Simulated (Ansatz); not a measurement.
**CH3O− (SMILES C[O-]): CCSDTQ/STO-6G (accuracy low)**

Aim: a structure relaxation of CH3O−. 

The results are computed with Ansatz 0.2.0.

5 further runs of the same task are left out: 5 set aside as unsound or not needed.

### 1 Starting point

The species is CH3O− (5 atoms), meant as a singlet with charge -1. SMILES: `C[O-]`. The shape is that of a PBE0-D4/def2-TZVPD optimisation. The run starts from this shape.

Bond lengths: C1–O2 1.328 Å, C1–H3 1.137 Å, C1–H4 1.137 Å, C1–H5 1.137 Å. Angles: O2–C1–H3 115.8°, O2–C1–H4 115.8°, O2–C1–H5 115.8°, H3–C1–H4 102.5°, H3–C1–H5 102.5°, H4–C1–H5 102.5°.

### 2 A structure relaxation at CCSDTQ/STO-6G (accuracy low)

Contents of run.yaml:

```yaml
crystal:
  periodic: [false, false, false]
  atoms:
    - {symbol: C, position_ang: [0.023600, -0.019000, -0.005800]}
    - {symbol: O, position_ang: [1.039000, -0.838200, -0.254900]}
    - {symbol: H, position_ang: [-1.013900, -0.475800, -0.098000]}
    - {symbol: H, position_ang: [-0.049300, 0.896000, -0.677200]}
    - {symbol: H, position_ang: [0.000600, 0.437000, 1.035800]}
basis:
  gaussian: {orbitals: STO-6G.json}
total_charge: -1
correlation: {method: ccsdtq, electrons: outside_noble_gas}
accuracy: low
relax: {f_tol: 0.05}
output: {orbitals: {seedname: orbitals}}
```

The basis set STO-6G is read from a file made from the Basis Set Exchange's data (not shown).

Run with:

```bash
$ ansatz run run.yaml --threads 1 --pin off --max-ram 2610MiB --events-out events.jsonl --progress --plain --runs-dir runs
```

Log:

```text
Warning: RAYON_NUM_THREADS=1 ignored (pool sized by the plan → 1); use --threads N
The last accepted step is kept in runs//last_step.txt (removed where the run ends without a failure and the disk answers)
[... 11 lines left out ...]
2 core orbitals not correlated: weight in the atoms' cores, before any rotation towards them, 1.000 or more for the frozen orbitals, at most 0.000 for the correlated occupied ones
[... 43 lines left out ...]
2 core orbitals not correlated: weight in the atoms' cores, before any rotation towards them, 1.000 or more for the frozen orbitals, at most 0.000 for the correlated occupied ones
[... 43 lines left out ...]
2 core orbitals not correlated: weight in the atoms' cores, before any rotation towards them, 1.000 or more for the frozen orbitals, at most 0.000 for the correlated occupied ones
[... 39 lines left out ...]
Total energy: -3099.86316347 eV, -113.9178700947 hartree
[... 5 lines left out ...]
Dipole moment:    -0.114434     0.092316     0.028072 e Å
```

Run time: 46 s. Hardware: 1 thread of AMD EPYC 7R43 (Zen 3), shared host.

Steps, from the record of the run:

```tsv
step	energy from the first frame kept (eV)	largest force (eV/Å)
1	0.0000	1.8472
2	-0.1653	0.4731
3	-0.1738	0.3047
4	-0.1706	0.5709
5	-0.1777	0.0037
```

After the run. Bond lengths: C1–O2 1.338 Å, C1–H3 1.191 Å, C1–H4 1.191 Å, C1–H5 1.191 Å. Angles: O2–C1–H3 118.6°, O2–C1–H4 118.6°, O2–C1–H5 118.6°, H3–C1–H4 98.9°, H3–C1–H5 98.9°, H4–C1–H5 98.9°.

### 3 Summary of results

At CCSDTQ/STO-6G (accuracy low), 2 core orbitals frozen:

| quantity | value |
| --- | --- |
| total energy at the end | -113.91787 Eh |
| HOMO energy (Hartree–Fock orbitals) | 3.63 eV |
| LUMO energy (Hartree–Fock orbitals) | 25.06 eV |
| HOMO–LUMO gap (to an unbound level, set by the basis) | 21.43 eV |
| correlation energy (2 core orbitals frozen) | -123.2 mEh |
| T1 diagnostic | 0.017 |

What this shows: At the final geometry: Bond lengths: C1–O2 1.338 Å, C1–H3 1.191 Å, C1–H4 1.191 Å, C1–H5 1.191 Å. Angles: O2–C1–H3 118.6°, O2–C1–H4 118.6°, O2–C1–H5 118.6°, H3–C1–H4 98.9°, H3–C1–H5 98.9°, H4–C1–H5 98.9°. The optimisation took 4 steps and changed the energy by -0.178 eV. The accuracy setting is loose, so the last digits carry no meaning. The HOMO lies at positive energy, 3.63 eV: the electron is unbound at this level or held by a compact basis; values depend on the basis.
